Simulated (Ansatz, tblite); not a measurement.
Removing and adding an electron: MgMe(NH2) (CH₅MgN). Total charge 0; singlet. Geometry: B3LYP-D4/def2-TZVP. Ansatz, gas phase; energy differences of separate SCF runs; the oxidised species was run as a doublet alone; the reduced species was run as a doublet alone.

```xyz
8

Mg   -0.034    0.195   -0.266
C     0.192   -1.033    1.403
H     0.758   -1.938    1.166
H    -0.775   -1.350    1.803
H     0.723   -0.520    2.211
N    -0.244    1.313   -1.784
H    -0.985    1.263   -2.469
H     0.364    2.070   -2.064
```

The xTB rows come from tblite. Correlated methods freeze 3 core orbitals; core or outer-core shells of Mg are correlated, in sets that lack core-valence functions. In CCSD on the charge -1 doublet the largest single amplitude is 0.28, so its Hartree–Fock determinant may place the open shell otherwise than the density functionals do. HOMO above LUMO, or a gap near zero within one spin, warns that the state may not be the lowest or that an electron is smeared out.

```csv
level,−HOMO (eV),vertical IE (eV),−LUMO (eV),vertical EA (eV),HOMO–LUMO gap (eV),IE − EA (eV),remarks
GFN1-xTB,9.64,13.76,6.91,3.47,2.73,10.29,–
GFN2-xTB,8.51,12.62,6.96,3.86,1.55,8.76,–
HF/def2-TZVPP,–,7.08,–,–,–,–,–
PBE-D4/def2-TZVP,4.77,8.28,1.29,–,3.48,–,gap within one spin near zero (+1 doublet)
PBE-D4/def2-TZVPD,4.86,–,1.37,-0.28,3.49,–,HOMO above zero (-1 doublet)
r2SCAN-D4/def2-TZVP,5.03,8.30,0.82,–,4.21,–,gap within one spin near zero (+1 doublet)
r2SCAN-D4/def2-TZVPD,5.10,–,0.88,-0.38,4.21,–,HOMO above zero (-1 doublet)
PBE0-D4/def2-TZVP,6.12,8.49,0.62,–,5.49,–,–
PBE0-D4/def2-TZVPD,6.18,–,0.71,-0.38,5.47,–,HOMO above zero (-1 doublet)
MP2/def2-TZVPP,–,8.73,–,–,–,–,–
CCSD/def2-TZVPD,–,–,–,-0.56,–,–,"HOMO above zero (-1 doublet), large T1 (0.045) (-1 doublet)"
CCSD/def2-TZVPP,–,8.48,–,–,–,–,–
CCSD(T)/def2-TZVPD,–,–,–,-0.50,–,–,"HOMO above zero (-1 doublet), large T1 (0.045) (-1 doublet)"
CCSD(T)/def2-TZVPP,–,8.58,–,–,–,–,–
```

Run but left out: HF/def2-TZVPD, MP2/def2-TZVPD (charge -1 doublet: a determinant that CCSD turns far, T1 0.045).   A HOMO above zero means that the electron is unbound at that level or that self-interaction error raises the level; the energy of removing that electron tells which. Raw xTB energy differences between charge states are shifted by several eV; the methods need an empirical correction for them. A negative affinity means that the extra electron isn't bound; its size then hangs on the basis.
